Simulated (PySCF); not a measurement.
Cl2, SMILES ClCl (connectivity only; charge and spin as stated), charge +1, multiplicity 2. Atoms are numbered in the order given.

```xyz
2

Cl     0.0000     0.0000    -0.9417
Cl     0.0000     0.0000     0.9417
```
Charge +1, spin multiplicity 2.

Geometry optimised at PBE0-D3(BJ)/def2-TZVPD.

Computed with PBE0/pcH-1 (PySCF).

Unrestricted Kohn–Sham, ⟨S²⟩ = 0.753. Hyperfine tensors hold the contact and dipolar terms, without spin-orbit corrections.

Estimate the hyperfine couplings. (An estimate is asked for; the answer gives what the named calculation found.)


| nucleus | A(iso) (MHz) | A(iso) (G) | dipolar principal values (MHz) |
|---|---|---|---|
| 35Cl no. 1 | 11.9 | 4.2 | -100.8, -98.8, 199.6 |
| 35Cl no. 2 | 11.9 | 4.2 | -100.8, -98.8, 199.6 |
